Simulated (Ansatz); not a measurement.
A calculation with Ansatz (development build ahead of 0.2.0).

```yaml
crystal:
  periodic: [false, false, false]
  atoms:
    - { symbol: Al, position_ang: [0.0, 0.0, 0.0] }
    - { symbol: H, position_ang: [1.49098, 0.0, 0.0] }
    - { symbol: H, position_ang: [-2.76544, 0.0, 0.0] }
basis:
  gaussian: { orbitals: "6-31G" }
total_charge: 1
magnetization:
  initial_magnetization: 2
hamiltonian:
  xc: hf
correlation:
  method: fci
  frozen_orbitals: { Al: 5, H: 0 }
```

The input is written out in the form of the current development build from the run's settings.

Results

| Item | Value |
| --- | --- |
| Converged | yes |
| Total energy | -242.67490 hartree |
| State | lowest triplet root, of any spatial symmetry |
